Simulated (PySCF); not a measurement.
Gas-phase reaction: 2 Si₂H₅ + SiH₂ + 3 SiCl₄ ⇌ 4 H₃SiSiCl₃

Energies from PySCF (xtb for GFN2), thermal terms from the rigid-rotor harmonic-oscillator model, ideal gas at 1 bar. † marks an energy on the PBE0/def2-TZVP geometry and frequencies; other levels use their own. MP2 and CCSD(T) freeze the core. Open shells (unrestricted): Si₂H₅ (multiplicity 2); the rest are closed-shell singlets. GFN2 has no spin-polarisation term. Si₂H₅, H₃SiSiCl₃: computed as isolated molecules; such fragments, hydroxides, amides, oligomers or adducts are transient or little studied in the gas. MP2 isn't extrapolated to the basis-set limit. CCSD(T) isn't extrapolated to the basis-set limit.

```csv
level,"ΔH°(298 K), kJ"
CCSD(T)/def2-SVP†,?
GFN2-xTB,?
MP2/def2-TZVPP†,-544
PBE0/def2-QZVP†,-537
PBE0/def2-SVP†,-534
PBE0/def2-TZVP,-536
r2SCAN/def2-TZVP†,?
LDA/def2-TZVP†,-604
ωB97X-V/def2-TZVP†,?
```

**Question.** What belongs in the gaps?

**Answer.** 
- CCSD(T)/def2-SVP†, ΔH°(298 K), kJ: -487
- GFN2-xTB, ΔH°(298 K), kJ: -575
- r2SCAN/def2-TZVP†, ΔH°(298 K), kJ: -536
- ωB97X-V/def2-TZVP†, ΔH°(298 K), kJ: -565
